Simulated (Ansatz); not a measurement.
Start from `FC=C=S` and change one atom or group to get `S=C=CCl`.

Ansatz, PBE0-D4/def2-TZVP geometries, multiplicity 1. 

```json
{"property": "size of the dipole moment (PBE/def2-TZVPP) / D", "`FC=C=S`": "1.08"}
{"property": "size of the dipole moment (ωB97M-V/def2-TZVPP) / D", "`FC=C=S`": "1.19"}
{"property": "LUMO energy (PBE0/def2-TZVPP) / eV", "`FC=C=S`": "-2.99"}
{"property": "HOMO energy (B3LYP/def2-TZVPP) / eV", "`FC=C=S`": "-6.37"}
{"property": "HOMO–LUMO gap (PBE/def2-TZVPP) / eV", "`FC=C=S`": "1.51"}
{"property": "LUMO energy (B3LYP/def2-TZVPP) / eV", "`FC=C=S`": "-3.18"}
```

Give the same properties after the change, and the shifts. (Best estimate.)

Ansatz gave: 
| property | `S=C=CCl` | shift |
| --- | --- | --- |
| size of the dipole moment (PBE/def2-TZVPP) / D | 0.93 | -0.15 |
| size of the dipole moment (ωB97M-V/def2-TZVPP) / D | 1.00 | -0.19 |
| LUMO energy (PBE0/def2-TZVPP) / eV | -2.88 | 0.11 |
| HOMO energy (B3LYP/def2-TZVPP) / eV | -6.36 | 0.01 |
| HOMO–LUMO gap (PBE/def2-TZVPP) / eV | 1.70 | 0.19 |
| LUMO energy (B3LYP/def2-TZVPP) / eV | -3.06 | 0.12 |

Dipoles are sizes alone; their direction can turn.

B3LYP here is the variant with VWN-RPA as its local correlation; programs differ in this.
